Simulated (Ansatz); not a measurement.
Diborane mono Cl (B₂H₅Cl). Total charge 0; singlet. Geometry PBE-D4/def2-TZVP, basis def2-TZVP, Ansatz.

```csv
run,HOMO (eV),LUMO (eV)
A,-12.15,2.47
B,-7.32,-1.92
C,-8.44,-1.53
D,-9.06,-0.95
E,-10.24,0.00
F,-10.12,-0.04
```

HSE06 is defined as in plane-wave codes, on full-range PBE exchange.

Problem. The runs used BHLYP, BLYP, CAM-B3LYP, HF, HSE06, r2SCAN0. Estimate which is which.

Solution. A HF (100 % exact exchange); B BLYP (0 % exact exchange); C HSE06 (range-separated); D r2SCAN0 (25 % exact exchange); E CAM-B3LYP (range-separated); F BHLYP (50 % exact exchange). Exact exchange lowers occupied and raises empty levels; among semilocal functionals meta-GGAs tend to open the gap a little, and such runs are hard to tell apart. The gap grows from 5.40 eV (BLYP) to 14.62 eV (HF).
